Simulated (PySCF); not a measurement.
boron trihydride, BH3, SMILES B, point group D3h.

Level: B3LYP/pcJ-1 in PySCF (density fitting, grid level 2); geometry and Hessian at that level, cubic constants and property derivatives from steps of ±0.6 along each species' dimensionless normal coordinates, second-order vibrational perturbation theory. The parent has the commonest isotopes.

Equilibrium geometry (Å):

```json
{"atom": "B1", "x": "0.0102", "y": "0.0048", "z": "-0.0229"}
{"atom": "H2", "x": "-0.8558", "y": "-0.8094", "z": "-0.0396"}
{"atom": "H3", "x": "-0.2619", "y": "1.1615", "z": "0.0128"}
{"atom": "H4", "x": "1.1485", "y": "-0.3377", "z": "-0.0418"}
```

An isotope shift is δ(isotopologue) − δ(parent), that is, the negative of the change in the averaged GIAO shielding; n counts bonds from the nearest label (0: the labelled atom itself). These are computed values; those of heavy atoms are rounded to 5 ppb, about the numerical noise.

(1) What isotope shifts arise with ²H at 2?

(2) What isotope shifts arise with ¹⁰B at 1?

(3) What isotope shifts arise with ²H at 2, ²H at 3?

Answers

(1) 
```csv
nucleus,n,0 K (ppb),100 K (ppb)
H2,0,-60,-60
B1,1,-280,-285
H3,2,-31,-30
H4,2,-31,-31
```

(2) 
| nucleus | n | 0 K (ppb) | 100 K (ppb) |
| --- | --- | --- | --- |
| B1 | 0 | 25 | 25 |
| H2 | 1 | 3 | 3 |
| H3 | 1 | 3 | 3 |
| H4 | 1 | 3 | 3 |

(3) 
| nucleus | n | 0 K (ppb) | 100 K (ppb) |
| --- | --- | --- | --- |
| H2 | 0 | -93 | -93 |
| H3 | 0 | -93 | -93 |
| B1 | 1 | -575 | -575 |
| H4 | 2 | -62 | -62 |
